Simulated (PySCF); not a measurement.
Gas-phase reaction: H + 3 F + 2 BCl → BHCl2 + BF3

Computed with PySCF (xtb for GFN2) and rigid-rotor harmonic-oscillator thermochemistry at 1 bar. † marks an energy on the PBE0/def2-TZVP geometry and frequencies; other levels use their own. CCSD(T) freezes the core. 6-31G* has spherical d functions here. Open shells (unrestricted): H (multiplicity 2), F (multiplicity 2, electronic degeneracy 6); the rest are closed-shell singlets. GFN2 has no spin-polarisation term. Spin-orbit splitting is ignored; it lowers the true energy and changes the entropy of F. B3LYP is the form with VWN-RPA correlation. CCSD(T) isn't extrapolated to the basis-set limit; its ΔH°(298 K) is -2119.1 kJ in def2-SVP and -2152.7 kJ in def2-TZVPP. The harmonic model lacks anharmonicity and excited electronic states, which grow with temperature; levels with a mode under 35 cm⁻¹ are left out.

```json
[
 {"level": "B3LYP/6-31G*", "ΔE electronic, kJ": "-2282", "ΔH°(298 K), kJ": "-2238", "ΔS°(298 K), J/K": "-500", "ΔG°(600 K), kJ": "-1933"},
 {"level": "CCSD(T)/def2-SVP†", "ΔE electronic, kJ": "-2162", "ΔH°(298 K), kJ": "-2119", "ΔS°(298 K), J/K": "-500", "ΔG°(600 K), kJ": "-1815"},
 {"level": "GFN2-xTB", "ΔE electronic, kJ": "-2149", "ΔH°(298 K), kJ": "-2114", "ΔS°(298 K), J/K": "-492", "ΔG°(600 K), kJ": "-1816"},
 {"level": "HF/def2-TZVP†", "ΔE electronic, kJ": "-1803", "ΔH°(298 K), kJ": "-1760", "ΔS°(298 K), J/K": "-500", "ΔG°(600 K), kJ": "-1456"},
 {"level": "PBE0/def2-TZVP", "ΔE electronic, kJ": "-2248", "ΔH°(298 K), kJ": "-2205", "ΔS°(298 K), J/K": "-500", "ΔG°(600 K), kJ": "-1901"},
 {"level": "r2SCAN/def2-TZVP†", "ΔE electronic, kJ": "-2282", "ΔH°(298 K), kJ": "-2239", "ΔS°(298 K), J/K": "-500", "ΔG°(600 K), kJ": "-1935"},
 {"level": "ωB97X-V/def2-TZVP†", "ΔE electronic, kJ": "-2254", "ΔH°(298 K), kJ": "-2211", "ΔS°(298 K), J/K": "-500", "ΔG°(600 K), kJ": "-1906"}
]
```
ΔH° is lowest at r2SCAN/def2-TZVP† and highest at HF/def2-TZVP†. No reference value is set beside these.
